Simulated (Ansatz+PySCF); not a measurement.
The numbers below are computed, except where a source is named.
## PySCF 2.14.0 run

```python
from pyscf import gto, scf, cc

mol = gto.M(atom="""
F 0.000000 0.000000 0.000000
Na 0.650440 0.867260 1.877670
""", basis='sto-3g', charge=-1, spin=1)
mf = scf.UHF(mol)
mf.kernel()
mycc = cc.CCSD(mf, frozen=2).run()
et = mycc.ccsd_t()
print(mf.e_tot, mycc.e_corr, et, mycc.e_tot + et)
```

The script is written out from the run's settings.

Results

```yaml
Converged: yes
Reference_energy: -257.36629 hartree
CCSD_correlation_energy: -0.04819 hartree
Triples_correction: -0.00233 hartree
Total_energy: -257.41681 hartree
Spin_squared_of_the_determinant: 0.751
```

Caution: no diffuse functions for an anion.
